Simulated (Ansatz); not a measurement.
Ansatz (an electronic-structure program) input (B3LYP/6-311+G**): The .json file is the Basis Set Exchange's 6-311+G**.

Ansatz 0.2 input:
```yaml
crystal:
  periodic: [false, false, false]
  atoms:
    - {symbol: F, position_ang: [-1.07548335, -0.31432039, -0.00990984]}
    - {symbol: C, position_ang: [-0.01550143, 0.40315107, 0.03875512]}
    - {symbol: F, position_ang: [1.09632475, -0.22770926, -0.04219575]}
    - {symbol: H, position_ang: [-0.03196128, 1.15138784, 0.93877589]}
    - {symbol: H, position_ang: [-0.06260276, 1.30797255, -0.70235629]}
basis:
  gaussian:
    orbitals: 6-311+G__.json
hamiltonian:
  xc: {name: B3LYP}
total_charge: 1
magnetization: {spin_polarized: true, initial_magnetization: 1}
output: {forces: true}
```

Q: Predict the final energy.

A: -238.60068 Eh.
